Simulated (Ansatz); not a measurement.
in.yaml

```yaml
crystal:
  periodic: [false, false, false]
  atoms:
    - {symbol: Al, position_ang: [0.000000, 0.000000, 2.413567]}
    - {symbol: Ga, position_ang: [0.000000, 0.000000, -0.427433]}
    - {symbol: H, position_ang: [0.000000, 0.000000, -1.986133]}
basis:
  gaussian: {orbitals: cc-pVDZ}
magnetization: {spin_polarized: true, initial_magnetization: 3}
hamiltonian: {xc: {name: PBE}}
correlation: {method: rpa, electrons: outside_noble_gas}
```

```sh
$ ansatz run in.yaml --threads 1 --pin off --events-out ev --progress --plain --max-ram 4096MiB --backend cpu
```

Output:

```
548 factors; integrals over basis functions are off by at most 1.1e-3 eV
mean field evaluation 1: about -58974.4653 eV, gradient 9.0e0 eV
mean field evaluation 2: about -58974.4633 eV, gradient 9.0e0 eV
mean field evaluation 4: about -58973.9745 eV, gradient 1.0e1 eV
mean field evaluation 8: about -58975.3359 eV, gradient 6.3e-2 eV
mean field evaluation 16: about -58975.3359 eV, gradient 2.0e-5 eV
mean field evaluation 32: about -58971.1068 eV, gradient 9.2e0 eV
mean field -58975.33593314 eV, -2167.3036206246 hartree, gradient 1.4e-6 eV, S^2 3.753116; 0 other end points of the search recorded, 0 dependent functions left out
19 core orbitals not correlated: weight in the atoms' cores, before any rotation towards them, 0.994 or more for the frozen orbitals, at most 0.003 for the correlated occupied ones
reference -58928.49161965 eV, -2165.5821238560 hartree; 5, 2 occupied and 26, 29 virtual orbitals, 548 factors
Total energy: -58934.47363669 eV, -2165.8019589275 hartree
```

Ran on 1 thread of AMD EPYC 7R13, shared host: 1.5 s wall, 0.17 GiB peak host memory.
